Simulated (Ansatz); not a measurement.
The inner images of a band of BH₅S (7 atoms, charge 0, multiplicity 1) are given out of order.

All numbers below come from RKS B3LYP-D4/def2-SVP (Ansatz).

Image 0:

```xyz
7
Properties=species:S:1:pos:R:3
B -0.002 -0.017 0.008
H -0.560 0.456 0.974
H 1.184 0.224 -0.106
H -0.624 -0.013 -1.036
S 0.090 -2.038 0.351
H -1.177 -2.340 0.729
H 0.553 -2.109 1.624
```

Image 6:

```xyz
7
Properties=species:S:1:pos:R:3
B 0.222 -0.552 -0.821
H -0.285 -0.045 3.172
H 1.290 -0.010 -0.916
H -0.805 -0.024 -1.150
S 0.251 -2.200 -0.156
H -1.075 -2.475 -0.191
H -0.133 -0.531 2.606
```

Problem. Put them in order from the first end to the last, with their energies above the first end.
A.
```xyz
7
Properties=species:S:1:pos:R:3
B 0.175 -0.586 -0.168
H -0.174 0.302 1.512
H 1.237 -0.023 -0.228
H -0.826 -0.072 -0.590
S 0.251 -2.378 0.184
H -1.081 -2.615 0.237
H -0.119 -0.465 1.597
```
B.
```xyz
7
Properties=species:S:1:pos:R:3
B 0.178 -0.642 -0.381
H -0.167 0.390 2.059
H 1.235 -0.071 -0.388
H -0.862 -0.070 -0.559
S 0.248 -2.404 -0.124
H -1.080 -2.674 -0.133
H -0.088 -0.366 2.069
```
C.
```xyz
7
Properties=species:S:1:pos:R:3
B 0.048 -0.042 0.013
H -0.239 0.355 1.124
H 1.186 0.181 -0.336
H -0.831 0.002 -0.814
S 0.239 -2.126 0.449
H -1.048 -2.551 0.404
H 0.109 -1.656 1.703
```
D.
```xyz
7
Properties=species:S:1:pos:R:3
B 0.096 -0.259 0.058
H -0.150 0.177 1.245
H 1.212 0.095 -0.214
H -0.864 -0.038 -0.628
S 0.260 -2.290 0.422
H -1.062 -2.577 0.387
H -0.028 -0.944 1.273
```
E.
```xyz
7
Properties=species:S:1:pos:R:3
B 0.181 -0.611 -0.599
H -0.198 0.277 2.733
H 1.238 -0.041 -0.605
H -0.861 -0.049 -0.800
S 0.250 -2.357 -0.273
H -1.072 -2.646 -0.342
H -0.073 -0.410 2.430
```

Solution. C (+0.21 eV), D (+0.73 eV), A (+0.13 eV), B (-0.21 eV), E (-0.26 eV).

Run time: 92 s on 1 thread of Arm Neoverse V2 (shared host), peak memory 0.1 GiB.
